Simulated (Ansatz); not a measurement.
Geometry optimisation, Ansatz, RKS LDA/6-31G*.

Input:

```yaml
crystal:
  periodic: [false, false, false]
  atoms:
    - { symbol: Si, position_ang: [0.0, 0.0, 0.0] }
    - { symbol: H, position_ang: [0.0, 0.0, 1.81] }
    - { symbol: H, position_ang: [1.3768, 0.0, -0.4862] }
    - { symbol: H, position_ang: [-0.6877, 1.1914, -0.4862] }
    - { symbol: O, position_ang: [-0.7913, -1.3709, -0.5594] }
    - { symbol: H, position_ang: [-1.2459, -1.8365, 0.2129] }
    - { symbol: P, position_ang: [1.2944, -1.9656, 0.782] }
    - { symbol: H, position_ang: [0.4981, -3.1353, 0.6631] }
    - { symbol: H, position_ang: [2.4646, -2.108, -0.0096] }
    - { symbol: H, position_ang: [0.522, -0.7926, 1.8858] }
basis:
  gaussian: { orbitals: "6-31G*" }
hamiltonian:
  xc: lda
relax:
  f_tol: 0.15
  max_steps: 25
  restrain:
    - { distance: [0, 6], at: 2.18, k: 30.0 }
    - { distance: [9, 1], at: 0.66, k: 30.0 }
    - { distance: [0, 1], at: 2.66, k: 30.0 }
    - { distance: [9, 6], at: 2.62, k: 30.0 }
```

Command:

```bash
$ ansatz run input.yaml --threads 1 --pin off --max-ram 2048MiB --backend cpu --events-out ev --progress --plain --runs-dir out
```

Problem. Where does it end, and by what steps?

Solution. The run converged. The restraints hold the end off the free minimum; the threshold counts their pulls, which the force column leaves out. Restrained pairs: Si1–P7 (2.48 → 2.20 Å), H2–H10 (0.95 → 0.72 Å), Si1–H2 (1.81 → 2.67 Å), P7–H10 (1.79 → 2.63 Å). After 13 steps the energy has fallen by 4.119 eV (the restraints' own energy left out); H4 moved furthest, 1.13 Å.

```csv
step,energy less start (eV),largest force component (eV/Å),accepted
0,0.0000,2.469,yes
1,0.0903,3.118,yes
2,0.0253,3.511,yes
3,-1.1739,2.791,yes
4,-2.2297,2.060,yes
5,-2.9372,1.290,yes
6,-3.4043,0.872,yes
7,-3.7196,1.027,yes
8,-3.9146,1.073,yes
9,-4.0127,1.305,yes
10,-4.0703,1.337,yes
11,-4.1058,1.385,yes
12,-4.1138,1.423,yes
13,-4.1189,1.477,yes
```

```xyz
10
Properties=species:S:1:pos:R:3
Si 0.311 -0.454 -0.399
H -0.103 -0.153 2.220
H 1.133 0.132 -1.506
H -0.268 0.670 0.419
O -0.887 -1.313 -1.170
H -1.503 -1.809 -0.596
P 1.719 -1.582 0.861
H 0.753 -2.476 1.438
H 2.067 -2.494 -0.198
H 0.210 -0.540 2.742
```

Time of the run: 27 s on 1 thread of Arm Neoverse V1, with other jobs on the host, peak memory 0.14 GiB.
